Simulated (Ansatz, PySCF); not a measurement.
How well does each level of theory give the lattice parameter a of zinc-blende BAs?

Reference value: 4.777 Å (measured, room temperature, not corrected to a static lattice; as tabulated in Lucero et al. (2012), arXiv:1111.4515).

Q: What do LDA, PBE, r²SCAN, B3LYP (VWN-RPA form), Hartree–Fock, MP2, CCSD(T) give, and how far is each from the reference?

A: 
| level (code) | value (Å) | difference (%) |
|---|---|---|
| LDA (Ansatz) | 4.732 | -0.94 |
| PBE (Ansatz) | 4.809 | +0.67 |
| r²SCAN (Ansatz) | 4.784 | +0.15 |
| B3LYP (VWN-RPA form) (Ansatz) | 4.822 | +0.94 |
| Hartree–Fock (Ansatz) | 4.827 | +1.05 |
| MP2 (PySCF) | 4.742 ± 0.02 | -0.73 |
| CCSD(T) (PySCF) | 4.769 ± 0.02 | -0.17 |

The reference is not for a static lattice or low temperature, so close values are not ranked against it.

The reference isn't brought to a static lattice, while the calculations are for one, so the differences are not the levels' errors alone. A static lattice is as a rule a little smaller than the measured one.  A ± on a computed value is a rough bar: the spread of its extrapolation, a floor set from checks against published values, or a statistical error. Cutoffs and k meshes differ between the levels. Ansatz's density-functional and Hartree–Fock values are scalar-relativistic unless marked +SOC, with PAW data made under PBE.

Differences are worked out from the printed values.

Ansatz is a quantum-chemistry and plane-wave program.
